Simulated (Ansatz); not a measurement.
## Ansatz (development build ahead of 0.2.0) run

```yaml
crystal:
  periodic: [false, false, false]
  atoms:
    - { symbol: H, position_ang: [0.0, 0.0, -5.1] }
    - { symbol: Mg, position_ang: [0.0, 0.0, 0.0] }
    - { symbol: H, position_ang: [0.0, 0.0, 5.1] }
basis:
  gaussian: { orbitals: def2-SVP }
magnetization:
  spin_polarized: true
hamiltonian:
  xc: pbe0
scf:
  omitted_lower_state_checks: [starts, atomic_configurations, cluster_reference, orbital_swaps, given_window_search, neighbouring_geometries, increment]
output:
  forces: true
```

The input is written out in the form of the current development build from the run's settings.

Results

```yaml
Converged: yes
Total_energy: -200.89046 hartree
Spin_squared_of_the_determinant: 1.000
Stability_test: minimum
```

Forces (eV/Å):
```json
{"atom": "H1", "Fx": "0.000", "Fy": "0.000", "Fz": "0.003"}
{"atom": "Mg2", "Fx": "0.000", "Fy": "0.000", "Fz": "0.000"}
{"atom": "H3", "Fx": "0.000", "Fy": "0.000", "Fz": "-0.003"}
```

Caution: charge can spread falsely over distant fragments; the unrestricted determinant is a mixture of spin states.
